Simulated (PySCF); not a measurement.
Molecule: SMILES CC(N)=O, C2H5NO.

Molfile (atoms numbered from 1):
```
C2H5NO
     RDKit          3D

  9  8  0  0  0  0  0  0  0  0999 V2000
   -1.0433   -0.2296   -0.2729 C   0  0  0  0  0  0  0  0  0  0  0  0
    0.1627    0.0839    0.5867 C   0  0  0  0  0  0  0  0  0  0  0  0
    1.3321    0.2578   -0.0864 N   0  0  0  0  0  0  0  0  0  0  0  0
    0.0874    0.1707    1.7938 O   0  0  0  0  0  0  0  0  0  0  0  0
   -1.4449   -1.2056    0.0352 H   0  0  0  0  0  0  0  0  0  0  0  0
   -0.8376   -0.2486   -1.3522 H   0  0  0  0  0  0  0  0  0  0  0  0
   -1.8212    0.5187   -0.0653 H   0  0  0  0  0  0  0  0  0  0  0  0
    2.1639    0.4656    0.4507 H   0  0  0  0  0  0  0  0  0  0  0  0
    1.4010    0.1870   -1.0898 H   0  0  0  0  0  0  0  0  0  0  0  0
  1  2  1  0
  2  3  1  0
  2  4  2  0
  1  5  1  0
  1  6  1  0
  1  7  1  0
  3  8  1  0
  3  9  1  0
M  END
```

Geometry PBE0-D3(BJ)/def2-SVP throughout; GIAO in PySCF 2.14, gas phase, one conformer, non-relativistic; equivalent atoms averaged; functional PBE0.

Question: How do the shifts δ (against TMS, NH3, H2O at the same level) depend on the basis set? (ppm; last column core-seconds on shared hosts with different chips, so compare them loosely)

Answer: 
```
    basis set  functions     C2    C1     N3     O4    H9    H8  H5/H6/H7  core-s
       STO-3G         25  105.8  22.0   60.2  392.5  4.28  4.03      1.63    0.83
        6-31G         46  157.7  23.2   98.8  394.3  4.38  3.68      1.85     1.6
     pcSseg-0         46  176.8  26.5  115.3  466.2  4.18  3.43      2.14       2
       6-31G*         66  153.8  21.2   97.0  364.5  4.06  3.52      1.58     2.1
     def2-SVP         81  159.0  20.4  106.8  393.5  4.26  3.67      1.49     2.3
      cc-pVDZ         81  158.6  21.4  107.4  393.2  4.26  3.70      1.50     3.3
     pcSseg-1         93  167.8  22.0  118.4  425.4  4.56  4.10      1.71     3.8
  aug-cc-pVDZ        137  164.6  20.8  106.2  380.2  4.85  4.46      1.81     6.2
6-311+G(2d,p)        138  168.1  21.3  112.9  398.8  4.55  4.19      1.71     4.2
    def2-TZVP        154  169.2  21.5  114.5  408.1  4.59  4.12      1.67     5.1
     IGLO-III        190  172.9  22.1  115.8  409.9  4.77  4.36      1.74      10
      cc-pVTZ        190  167.7  21.4  115.2  409.5  4.77  4.23      1.68     9.3
     pcSseg-2        214  174.4  22.5  116.4  413.4  4.91  4.46      1.73      14
```

Question: Which nucleus moves most, in ppm?

Answer: O4 (amide-type carbonyl oxygen): from 364.5 ppm with 6-31G* to 466.2 ppm with pcSseg-0. The smallest spread is 0.65 ppm, at H5/H6/H7. Proton shifts span only some 12 ppm, so a few tenths of a ppm matter as much there as several ppm in carbon.

Question: Taking the largest basis, pcSseg-2 (214 functions), as the yardstick, rank the others by their worst heavy-atom deviation.

Answer: IGLO-III 3.5 ppm (190 functions), def2-TZVP 5.3 ppm (154 functions), cc-pVTZ 6.7 ppm (190 functions), pcSseg-1 12.0 ppm (93 functions), 6-311+G(2d,p) 14.7 ppm (138 functions), 6-31G 19.2 ppm (46 functions), def2-SVP 19.9 ppm (81 functions), cc-pVDZ 20.2 ppm (81 functions), aug-cc-pVDZ 33.2 ppm (137 functions), 6-31G* 49.0 ppm (66 functions), pcSseg-0 52.8 ppm (46 functions), STO-3G 68.6 ppm (25 functions).

A small basis that lands close on one nucleus may do so by chance; judge by the trend and by all nuclei.
